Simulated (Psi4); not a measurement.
Psi4 input (wB97X-D/6-31G*):

```
memory 1500 MB

molecule {
0 2
O     1.08859700    0.24944300   -0.42728400
C     0.04658500    0.36233700    0.22026600
H    -0.09898000    1.22977900    0.88845600
C    -1.01080800   -0.58309000    0.15833000
H    -1.91279600   -0.45200400    0.74149300
H    -0.91166100   -1.44880100   -0.48325300
symmetry c1
no_reorient
no_com
}

set {
  basis 6-31G*
  reference uks
  scf_type pk
  dft_radial_points 99
  dft_spherical_points 590
  e_convergence 1e-8
  d_convergence 1e-7
  maxiter 150
}

e = energy('wb97x-d')
print_out(f'\nFINAL {e:.10f} DIPOLE {variable("CURRENT DIPOLE")[0]:.6f} {variable("CURRENT DIPOLE")[1]:.6f} {variable("CURRENT DIPOLE")[2]:.6f}\n')
```

Output:

```
   => Loading Basis Set <=

    Name: 6-31G*
    Role: ORBITAL
    Keyword: BASIS
    atoms 1      entry O          line   145 file 6-31gs.gbs
    atoms 2, 4   entry C          line   111 file 6-31gs.gbs
    atoms 3, 5-6 entry H          line    44 file 6-31gs.gbs

   => WB97X-D: Empirical Dispersion <=

    Chai and Head-Gordon Dispersion Correction
    Chai, J.-D.; Head-Gordon, M. (2010), J. Chem. Phys., 132: 6615-6620

        s6 =       1.000000

         ---------------------------------------------------------
                                   SCF
               by Justin Turney, Rob Parrish, Andy Simmonett
                          and Daniel G. A. Smith
                              UKS Reference
         ---------------------------------------------------------

  ==> Geometry <==

    Molecular point group: c1
    Full point group: C1

    Geometry (in Angstrom), charge = 0, multiplicity = 2:

       Center              X                  Y                   Z               Mass
    ------------   -----------------  -----------------  -----------------  -----------------
         O            1.088597000000     0.249443000000    -0.427284000000    15.994914619570
         C            0.046585000000     0.362337000000     0.220266000000    12.000000000000
         H           -0.098980000000     1.229779000000     0.888456000000     1.007825032230
         C           -1.010808000000    -0.583090000000     0.158330000000    12.000000000000
         H           -1.912796000000    -0.452004000000     0.741493000000     1.007825032230
         H           -0.911661000000    -1.448801000000    -0.483253000000     1.007825032230

  Running in c1 symmetry.

  Rotational constants: A =      2.25162  B =      0.38162  C =      0.32631 [cm^-1]
  Rotational constants: A =  67501.72790  B =  11440.66118  C =   9782.63272 [MHz]
  Nuclear repulsion =   63.709397964521322

  Charge       = 0
  Multiplicity = 2
  Electrons    = 23
  Nalpha       = 12
  Nbeta        = 11

  ==> Algorithm <==

  SCF Algorithm Type is PK.
  DIIS enabled.
  MOM disabled.
  Fractional occupation disabled.
  Guess Type is SAD.
  Energy threshold   = 1.00e-08
  Density threshold  = 1.00e-07
  Integral threshold = 1.00e-12

  ==> Primary Basis <==

  Basis Set: 6-31G*
    Blend: 6-31G*
    Number of shells: 24
    Number of basis functions: 51
    Number of Cartesian functions: 51
    Spherical Harmonics?: false
    Max angular momentum: 2

  ==> DFT Potential <==

   => LibXC <=

    Version 7.1.2
    S. Lehtola, C. Steigemann, M. J. T. Oliveira, and M. A. L. Marques,  SoftwareX 7, 1–5 (2018) (10.1016/j.softx.2017.11.002)

   => Composite Functional: WB97X-D <=

    wB97X-D Hyb-GGA Exchange-Correlation Functional

    J.-D. Chai and M. Head-Gordon,  Phys. Chem. Chem. Phys. 10, 6615–6620 (2008) (10.1039/B810189B)

    Deriv               =              1
    GGA                 =           TRUE
    Meta                =          FALSE

    Exchange Hybrid     =           TRUE
    MP2 Hybrid          =          FALSE

   => Exchange-Correlation Functionals <=

    1.0000   wB97X-D range-separated functional

   => Exact (HF) Exchange <=

    0.7780            HF,LR [omega = 0.2000]
    0.2220               HF

   => LibXC Density Thresholds  <==

    XC_HYB_GGA_XC_WB97X_D:  1.00E-14

   => Molecular Quadrature <=

    Radial Scheme          =       TREUTLER
    Pruning Scheme         =           NONE
    Nuclear Scheme         =       TREUTLER

    Blocking Scheme        =         OCTREE
    BS radius alpha        =              1
    Pruning alpha          =              1
    Radial Points          =             99
    Spherical Points       =            590
    Total Points           =         331824
    Total Blocks           =           2456
    Max Points             =            256
    Max Functions          =             51
    Weights Tolerance      =       1.00E-15

  ==> Integral Setup <==

  Using in-core PK algorithm.
   Calculation information:
      Number of atoms:                   6
      Number of AO shells:              24
      Number of primitives:             57
      Number of atomic orbitals:        51
      Number of basis functions:        51

      Integral cutoff                 1.00e-12
      Number of threads:                 1

  Performing in-core PK
  Using 2639403 doubles for integral storage.
  We computed 44715 shell quartets total.
  Whereas there are 45150 unique shell quartets.

  Computing range-separated integrals for PK
  We computed 44715 wK shell quartets total.
  Whereas there are 45150 wK unique shell quartets.

  ==> DiskJK: Disk-Based J/K Matrices <==

    J tasked:                  Yes
    K tasked:                  Yes
    wK tasked:                 Yes
    Omega:               2.000E-01
    Schwarz Cutoff:          1E-12


  Cached 100.0% of DFT collocation blocks in 0.449 [GiB].

  Minimum eigenvalue in the overlap matrix is 5.0416966329E-03.
  Reciprocal condition number of the overlap matrix is 8.0284032657E-04.
    Using symmetric orthogonalization.

  ==> Pre-Iterations <==

  SCF Guess: Superposition of Atomic Densities via on-the-fly atomic UHF (no occupation information).

   -------------------------
    Irrep   Nso     Nmo
   -------------------------
     A         51      51
   -------------------------
    Total      51      51
   -------------------------

  ==> Iterations <==

                        Total Energy        Delta E     RMS |[F,P]|

   @UKS iter SAD:  -152.38996442492936   -1.52390e+02   0.00000e+00
   @UKS iter   1:  -153.01161507533865   -6.21651e-01   9.43009e-03 ADIIS/DIIS
   @UKS iter   2:  -152.97726148220110    3.43536e-02   1.19765e-02 ADIIS/DIIS
   @UKS iter   3:  -153.11213500733737   -1.34874e-01   1.56212e-03 ADIIS/DIIS
   @UKS iter   4:  -153.11542599937732   -3.29099e-03   4.58651e-04 ADIIS/DIIS
   @UKS iter   5:  -153.11598320766856   -5.57208e-04   1.42957e-04 ADIIS/DIIS
   @UKS iter   6:  -153.11611568928097   -1.32482e-04   6.07535e-05 DIIS
   @UKS iter   7:  -153.11613978757347   -2.40983e-05   2.81245e-05 DIIS
   @UKS iter   8:  -153.11614320896129   -3.42139e-06   1.25676e-05 DIIS
   @UKS iter   9:  -153.11614492397669   -1.71502e-06   5.92505e-06 DIIS
   @UKS iter  10:  -153.11614536798254   -4.44006e-07   1.32358e-06 DIIS
   @UKS iter  11:  -153.11614538287012   -1.48876e-08   3.07022e-07 DIIS
   @UKS iter  12:  -153.11614538323809   -3.67976e-10   8.66723e-08 DIIS
  Energy and wave function converged.

  ==> Post-Iterations <==

   Electrons on quadrature grid:
      Nalpha   =   11.9999999852 ; deviation = -1.479e-08
      Nbeta    =   10.9999999957 ; deviation = -4.338e-09
      Ntotal   =   22.9999999809 ; deviation = -1.913e-08

   @Spin Contamination Metric:   2.255212346E-02
   @S^2 Expected:                7.500000000E-01
   @S^2 Observed:                7.725521235E-01
   @S   Expected:                5.000000000E-01
   @S   Observed:                5.000000000E-01

    Orbital Energies [Eh]
    ---------------------

    Alpha Occupied:

       1A    -19.276375     2A    -10.381294     3A    -10.343024
       4A     -1.146271     5A     -0.864013     6A     -0.676410
       7A     -0.587488     8A     -0.538535     9A     -0.500793
      10A     -0.497850    11A     -0.349506    12A     -0.346954

    Alpha Virtual:

      13A      0.089970    14A      0.196255    15A      0.209894
      16A      0.256453    17A      0.349344    18A      0.384956
      19A      0.599051    20A      0.619062    21A      0.676501
      22A      0.678280    23A      0.708237    24A      0.758944
      25A      0.902698    26A      0.935052    27A      0.945102
      28A      0.989124    29A      1.059809    30A      1.094518
      31A      1.176615    32A      1.250103    33A      1.433060
      34A      1.550826    35A      1.564150    36A      1.734949
      37A      1.841489    38A      1.898025    39A      1.925571
      40A      2.046850    41A      2.083747    42A      2.248634
      43A      2.314184    44A      2.447661    45A      2.661061
      46A      2.703680    47A      2.959257    48A      3.051107
      49A      3.893897    50A      4.129656    51A      4.374726

    Beta Occupied:

       1A    -19.268063     2A    -10.383339     3A    -10.333976
       4A     -1.128897     5A     -0.832482     6A     -0.668315
       7A     -0.579261     8A     -0.528505     9A     -0.490210
      10A     -0.456581    11A     -0.338245

    Beta Virtual:

      12A     -0.053722    13A      0.129041    14A      0.202352
      15A      0.217762    16A      0.260151    17A      0.351715
      18A      0.390205    19A      0.620130    20A      0.625149
      21A      0.687442    22A      0.703075    23A      0.712582
      24A      0.760460    25A      0.906709    26A      0.941659
      27A      0.948168    28A      1.000413    29A      1.089391
      30A      1.101654    31A      1.182755    32A      1.252596
      33A      1.457828    34A      1.566799    35A      1.572146
      36A      1.783533    37A      1.858008    38A      1.925000
      39A      1.933536    40A      2.077526    41A      2.101196
      42A      2.259107    43A      2.337937    44A      2.466354
      45A      2.672890    46A      2.712595    47A      2.963773
      48A      3.055768    49A      3.908119    50A      4.153437
      51A      4.387772

    Final Occupation by Irrep:
              A
    DOCC [    11 ]
    SOCC [     1 ]
    NA   [    12 ]
    NB   [    11 ]

  @UKS Final Energy:  -153.11614538323809

   => Energetics <=

    Nuclear Repulsion Energy =             63.7093979645213224
    One-Electron Energy =                -333.5238512434096947
    Two-Electron Energy =                 130.8413962691244308
    DFT Exchange-Correlation Energy =     -14.1422567470305136
    Empirical Dispersion Energy =          -0.0008316264436445
    VV10 Nonlocal Energy =                  0.0000000000000000
    Total Energy =                       -153.1161453832380914

  UHF NO Occupations:
  HONO-2 :   10  A 1.9991865
  HONO-1 :   11  A 1.9900356
  HONO-0 :   12  A 1.0000000
  LUNO+0 :   13  A 0.0099644
  LUNO+1 :   14  A 0.0008135
  LUNO+2 :   15  A 0.0002244
  LUNO+3 :   16  A 0.0001720

Computation Completed

Properties will be evaluated at   0.000000,   0.000000,   0.000000 [a0]

Properties computed using the SCF density matrix

 Multipole Moments:

 ------------------------------------------------------------------------------------
     Multipole            Electronic (a.u.)      Nuclear  (a.u.)        Total (a.u.)
 ------------------------------------------------------------------------------------

 L = 1.  Multiply by 2.5417464519 to convert [e a0] to [Debye]
 Dipole X            :         -1.0350039            0.0000019           -1.0350020
 Dipole Y            :         -0.1581435           -0.0000000           -0.1581435
 Dipole Z            :          0.4598496           -0.0000000            0.4598496
 Magnitude           :                                                    1.1435472

 ------------------------------------------------------------------------------------

FINAL -153.1161453832 DIPOLE -1.035002 -0.158143 0.459850

*** Psi4 exiting successfully. Buy a developer a beer!
```

The geometry given is a B3LYP-D3(BJ)/def2-TZVP minimum.
